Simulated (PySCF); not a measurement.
# OS2: triplet, from a end-on start

The task is one start of a wider search on OS2: the triplet, built as end-on. It is relaxed, tested by its Hessian and followed downhill if it is a saddle.

Computed with PySCF 2.14.0. Level: PBE0, basis O def2-TZVP, S def2-TZVP, no relativity, density fitting.

## 1. Where the work starts

3 atoms, charge 0, spin multiplicity 3.

Bond lengths: O1–S2 1.710 Å, S2–S3 2.047 Å. Angles: O1–S2–S3 119.9°.

```xyz
3
charge 0 multiplicity 3
O     0.0000    0.0000    0.0000
S     0.0000    0.0000    1.7098
S     1.7748    0.0000    2.7298
```

## 2. Finding the electronic state

The steps below are one call of a driver around PySCF. For each, scf.py gives the equivalent set-up of the SCF; relaxations use the driver's own optimiser. After this first run the driver tries any further starts and a stability analysis.

Input file scf.py:

```python
from pyscf import gto, scf, dft
mol = gto.M(atom='''
O      0.000000     0.000000     0.000000
S      0.000000     0.000000     1.709800
S      1.774800     0.000000     2.729800''',
    basis={'O': 'def2-TZVP', 'S': 'def2-TZVP'},
    charge=0, spin=2)
mf = dft.UKS(mol, xc='PBE0')
mf.grids.atom_grid = (50, 194)
aux = {'O': 'def2-universal-JKFIT', 'S': 'def2-universal-JKFIT'}
mf = mf.density_fit(auxbasis=aux)
mf.conv_tol = 1e-08
mf.diis_space = 10
mf.max_cycle = 60
mf.init_guess = 'minao'
mf.verbose = 4
mf.kernel()
```

Started as:

```bash
> OMP_NUM_THREADS=2 python axn.py task.json out
```

Further steps of the session: End-on start, triplet: relaxation; Is it a minimum? Harmonic modes.

**Question.** What will these runs give? Wanted: minimum; geometry; wavenumbers; dipole moment; highest occupied, lowest empty level; polar-tensor charge of O1; zero-point energy; atomisation energy; ⟨S²⟩.

**Answer**, as computed:

| quantity | value |
| --- | --- |
| minimum | triplet, Cs |
| geometry | O–S 1.484 Å, S–S 2.070 Å; O–S–S 104.2° |
| wavenumbers (cm⁻¹) | 166 (a'), 492 (a'), 1123 (a') |
| dipole moment | 2.07 D |
| highest occupied, lowest empty level (either spin) | -6.69, -5.29 eV |
| polar-tensor charge of O1 | -0.49 e |
| zero-point energy | 10.7 kJ/mol |
| entropy at 298.15 K | 285.7 J/(mol K) |
| atomisation energy (no zero-point energy) | 702 kJ/mol |
| ⟨S²⟩ | 2.011 |

What this shows: The molecule stays Cs, as typed, and the end point is a minimum. The strongest infrared band lies at 1123 cm⁻¹ (a'). Most of the spin sits on S3 (Mulliken spin 1.08, against 2 for the whole molecule). Only this shape and spin were tried, so other structures or states may lie lower.
